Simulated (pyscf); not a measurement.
Single points on ωB97X-D3(BJ)/def2-SVP structures (PySCF, gas phase).

### Question
For the elementary gas-phase step O=CrH(OH)(F)–F (SMILES [O]=[CrH]([OH])([F])[F]) -> O=Cr(=O)(F)–F (SMILES [O]=[Cr](=[O])([F])[F]) + H₂ (SMILES [H][H]) (singlet surface; Cr–H, H–O broken, H–H formed), what barrier and reaction energy does ωB97M-D3(BJ)/def2-TZVP give, measured from the reactant's lowest minimum found?

### Answer
ΔE‡ = 1.49 eV, ΔE = -0.50 eV. Zero-point energy shifts the barrier by -0.12 eV. It is an elimination, with an imaginary mode of 1759i cm⁻¹. At the saddle there is also a short Cr–H contact that neither side keeps. One saddle was located; it need not be the lowest between these sides.
